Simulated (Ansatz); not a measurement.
Antimony, A7 rhombohedral: convergence with Fermi-Dirac smearing

Computed with Ansatz, PBE, scalar-relativistic PAW, on the relaxed cell (a = 4.376 Å, c = 11.530 Å (c/a = 2.635); spin not included). Errors count from a run at 420 eV on a Γ-centred 14×14×14 mesh with Fermi-Dirac smearing of 0.1 eV, extrapolated to zero width. Fixed here: cutoff 420 eV, mesh 9×9×9. The SCF starts from atomic densities corrected by a trained network.

| width (eV) | E(σ→0) error (meV/atom) | F error (meV/atom) | P (GPa) | SCF iterations |
| --- | --- | --- | --- | --- |
| 0.01 | -4.6 | -4.6 | 0.03 | 6 |
| 0.03 | -4.5 | -4.6 | 0.03 | 6 |
| 0.1 | -3.9 | -6.0 | 0.01 | 7 |
| 0.2 | 1.3 | -16.0 | 0.02 | 7 |
| 0.6 | 59.2 | -247.5 | 1.35 | 7 |
| 1.0 | 120.6 | -837.8 | 4.39 | 7 |

What does the run at 0.3 give (width)?

E(σ→0) error (meV/atom): 11.6; F error (meV/atom): -42.3; P (GPa): 0.15; SCF iterations: 6.
